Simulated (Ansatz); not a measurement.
**Worked example: a bond strength in SiNH4F (SMILES N[SiH2]F)**

SiNH4F: 7 atoms, total charge 0, spin state singlet. As SMILES, `N[SiH2]F`. Geometry: optimised at PBE0/def2-SVP. This is one conformer, not always the lowest.

```xyz
7

N    -0.7635    0.3530   -0.6308
Si    0.5364   -0.1098    0.3752
F     0.5095   -1.6759    0.8327
H    -0.7926    0.0984   -1.6111
H    -1.6930    0.5090   -0.2587
H     0.4626    0.6841    1.6293
H     1.8018    0.0734   -0.3822
```

Wanted: the dissociation energy of the H5–N1 bond into doublet H and doublet SiNH3F (shapes relaxed at PBE0/def2-SVP, no zero-point term). 1 Eh = 2625.50 kJ/mol = 27.2114 eV. Totals in Eh; open shells run unrestricted unless said.

```
           level  program       SiNH4F  doublet H  doublet SiNH3F
   PBE/def2-TZVP   Ansatz  -446.346880  -0.499616     -445.663438
r2SCAN/def2-TZVP   Ansatz  -446.567110  -0.499927     -445.884944
 B3LYP/def2-TZVP   Ansatz  -446.694254  -0.502154     -446.006825
```

Task: Work out the dissociation energy at each level.

Result: 
1. PBE/def2-TZVP: (-0.499616) + (-445.663438) − (-446.346880) = 0.183826 Eh = 482.6 kJ/mol = 5.00 eV.
2. r2SCAN/def2-TZVP: (-0.499927) + (-445.884944) − (-446.567110) = 0.182239 Eh = 478.5 kJ/mol = 4.96 eV.
3. B3LYP/def2-TZVP: (-0.502154) + (-446.006825) − (-446.694254) = 0.185275 Eh = 486.4 kJ/mol = 5.04 eV.

The levels span 478 to 486 kJ/mol; no measured value is set beside them. A bond enthalpy at 298 K also holds the loss of zero-point energy and thermal terms.
